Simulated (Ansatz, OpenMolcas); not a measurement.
# AlH3 (SMILES [AlH3]): methods side by side

AlH3: 4 atoms, total charge 0, spin state singlet. As SMILES, `[AlH3]`. The shape is that of a PBE0-D4/def2-TZVP optimisation.

```xyz
4

Al    0.0137   -0.0148   -0.0051
H     0.6332    0.6709    1.2836
H    -1.3408   -0.8320    0.1051
H     0.7494    0.1157   -1.4039
```

Quantity: the energy change with the Al1–H3 bond stretched from 1.586 to 3.964 Å, in eV. The values are calculated.

| level | kind | program | value (eV) | less FCI/3-21G |
| --- | --- | --- | --- | --- |
| r2SCAN/3-21G (restricted) | meta-GGA | Ansatz | 4.47 | +1.35 |
| PBE0/3-21G (restricted) | global hybrid | OpenMolcas | 4.67 | +1.55 |
| HSE06/3-21G (restricted) | range-separated hybrid | Ansatz | 4.63 | +1.51 |
| wB97X/3-21G (restricted) | range-separated hybrid | Ansatz | 5.28 | +2.16 |
| B2PLYP/3-21G (restricted) | double hybrid | OpenMolcas | 4.44 | +1.32 |
| CASSCF(2,2)/3-21G | multireference | OpenMolcas | 2.78 | -0.34 |
| CCSDT(Q)/3-21G (restricted) | coupled cluster or CI | Ansatz | 3.12 | 0.00 |
| CISD/3-21G (restricted) | coupled cluster or CI | OpenMolcas | 3.57 | +0.45 |
| FCI/3-21G | exact in the basis | Ansatz | 3.12 | 0.00 |

FCI/3-21G is exact within its basis and frozen core, so for wave-function methods in that basis the difference is their error; functionals converge differently with the basis, so for them it is only a difference. The first shape isn't each level's own minimum. The values span 2.78 to 5.28 eV. All rows use very small basis sets, so none should be taken for the real molecule's value.
